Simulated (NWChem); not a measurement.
**Lowest excitation of ethanethiol (C$_{2}$H$_{6}$S)**

```
C
H 1 1.1012
H 1 1.1016 2 106.67
C 1 1.5243 2 111.42 3 -121.08
H 4 1.1008 1 111.12 2 179.25
H 4 1.1022 5 107.73 1 -122.12
H 4 1.1035 5 108.36 6 -116.20
S 1 1.8391 2 108.96 3 111.51
H 8 1.3539 1 96.67 2 60.81
```
Charge 0, spin multiplicity 1.

Everything below was run with NWChem. All single points use one geometry, from B3LYP/def2-SVP, a minimum by its harmonic frequencies. It is one conformer; others weren't searched.

Basis set: 6-31+G*.

The correlated methods keep 7 core orbitals frozen. B3LYP has NWChem's definition, with VWN1-RPA local correlation. The Pople sets run with spherical d functions. No row is a measurement; the coupled-cluster row has its own basis-set and correlation limits.

Q: One of these methods gave a lowest vertical singlet excitation energy of 5.03 eV. Which?
(A) EOM-CCSD
(B) CIS
(C) TD-PBE
(D) TD-B3LYP

A: C, TD-PBE. The others give 5.63 (EOM-CCSD), 5.98 (CIS), 5.26 (TD-B3LYP).
